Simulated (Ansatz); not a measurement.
**BeBH (singlet): the correlation ladder at distance B1–Be2 = 2.042 Å, cc-pVDZ**

Aim: climb from Hartree-Fock through coupled cluster and multireference methods for BeBH (singlet) at one geometry and basis, and see what each rung misses.

The runs use Ansatz 0.2.0, Gaussian basis; cc-pVDZ, core rule «outside noble gas», up to 2 orbitals frozen.

To be run: UHF; CCSD(T) on RHF; CCSD(T) on UHF; BCCD(T) on RHF; CISD; CCSDT(Q) on RHF; CCSDT(Q) on UHF; CASSCF and MRCISD+Q, 2 electrons in 2 orbitals; CASSCF and NEVPT2, 2 electrons in 2 orbitals; Full CI.

52 further runs of the same task are left out: 33 for a known fault of the program, 13 that didn't finish, 6 set aside as unsound or not needed. Runs told in other sessions of the task aren't counted.

**1. The system**

The geometry derives from a PBE0/def2-TZVP stationary point (not a proven minimum). One bond is set to the value named and the two fragments are kept rigid.

3 atoms, charge 0, spin multiplicity 1.

Atoms are counted from 1 here; the program's logs count them from 0.

Bond lengths: B1–Be2 2.042 Å, Be2–H3 1.345 Å. Angles: B1–Be2–H3 180.0°.

As a file:

```xyz
3
BBeH
B     0.0000    0.0000    1.8098
Be    0.0000    0.0000   -0.2326
H     0.0000    0.0000   -1.5773
```

**2. UHF**

in.yaml

```yaml
crystal:
  periodic: [false, false, false]
  atoms:
    - {symbol: B, position_ang: [0.000000, 0.000000, 1.809825]}
    - {symbol: Be, position_ang: [0.000000, 0.000000, -0.232573]}
    - {symbol: H, position_ang: [0.000000, 0.000000, -1.577252]}
basis:
  gaussian: {orbitals: cc-pVDZ}
magnetization: {spin_polarized: true, initial_magnetization: 0}
hamiltonian: {xc: hf}
output: {orbitals: {seedname: orbitals}}
```

Started as:

```console
$ ansatz run in.yaml --threads 1 --pin off --events-out ev --progress --plain --max-ram 2393MiB
```

After this run come: CCSD(T) on RHF; CCSD(T) on UHF; BCCD(T) on RHF; CISD; CCSDT(Q) on RHF; CCSDT(Q) on UHF; CASSCF and MRCISD+Q, 2 electrons in 2 orbitals; CASSCF and NEVPT2, 2 electrons in 2 orbitals; Full CI.

Q: Predict the results of all the runs planned. Wanted: FCI from the RHF energy; RMP2 from FCI; UMP2 from FCI; RCCSD from FCI; RCCSD(T) from FCI; UCCSD(T) from FCI; RCCSDT(Q) from FCI; UCCSDT(Q) from FCI; NEVPT2 pair from FCI.

The runs gave:

```
                         quantity                                                                             value
          FCI from the RHF energy                                                                        -3.5367 eV
                    RMP2 from FCI                                                                   +25.95 kcal/mol
                    UMP2 from FCI                                                                   +23.37 kcal/mol
                   RCCSD from FCI                                                                    +2.48 kcal/mol
                RCCSD(T) from FCI                                                                    +0.77 kcal/mol
                UCCSD(T) from FCI                                                                    +0.80 kcal/mol
               RCCSDT(Q) from FCI                                                                    +0.08 kcal/mol
               UCCSDT(Q) from FCI                                                                    +0.11 kcal/mol
             NEVPT2 pair from FCI                                                                   +23.64 kcal/mol
           MRCISD+Q pair from FCI                                                                    -0.35 kcal/mol
levels within 1 kcal/mol (43 meV)  RCCSD(T), UCCSD(T), BCCD(T), RCCSDT, UCCSDT, RCCSDT(Q), UCCSDT(Q), MRCISD+Q pair
                    T1 diagnostic                                                                             0.014
   effectively unpaired electrons                                                                              0.20
```

**Reading.** RCCSD(T) lands +0.77 kcal/mol from the yardstick (0.9 % of the correlation energy). MRCISD+Q pair falls below full CI: the +Q correction isn't variational, and the cores differ from full CI's. The occupations show static correlation (0.20 effectively unpaired electrons where one determinant has 0). Of the multireference levels listed MRCISD+Q pair comes nearest in total energy (-0.35 kcal/mol), which doesn't show that its space is the better one. These misses are within one basis, not against nature.
